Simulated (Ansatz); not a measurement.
A made-up structure of CH5BO, closed shell:

```xyz
8
angstrom
B -0.6336 0.4727 -0.6382
C 0.3694 0.0938 0.4699
O 0.7873 -1.2490 0.6014
H -1.0764 -0.3481 -1.3946
H -0.9773 1.6135 -0.7411
H 1.4655 -1.1902 1.2923
H 1.2542 0.7438 0.3445
H 0.3382 -1.7688 -0.0683
```

It is relaxed with PBE-D4/def2-SVP and then PBE0-D4/def2-TZVP (Ansatz 0.2.0). Atoms count as bonded within 1.22 times the sum of their covalent radii (H–H: 0.88 Å). The end point is not checked to be a true minimum.

(1) Does its bonding change? (Judge from chemistry; the calculation decides.)

## Answers

(1) Computed: No: no bond forms or breaks.

Where it ends: The first stage lowers the energy by 1.64 eV in 10 steps. It ends as CH₅BO ([BH2][CH][OH2]):
B1  (-0.594, 0.436, -0.574)
C2  (0.605, 0.335, 0.188)
O3  (1.065, -1.169, 0.391)
H4  (-1.127, -0.600, -0.931)
H5  (-1.075, 1.491, -0.867)
H6  (0.792, -1.444, 1.278)
H7  (1.407, 0.914, 0.617)
H8  (0.454, -1.597, -0.237)
(Å)

Labels in which every atom is bracketed show which atoms are joined, not bond orders.

For scale, one of the runs: PBE0-D4/def2-TZVP relaxation, 123 basis functions, launched by `ansatz run in.yaml --threads 2 --pin off --events-out ev --progress --plain --max-ram 4352MiB`. Hardware: 2 CPU threads of an Intel Xeon 6975P-C, shared host. Wall time about 8 s.
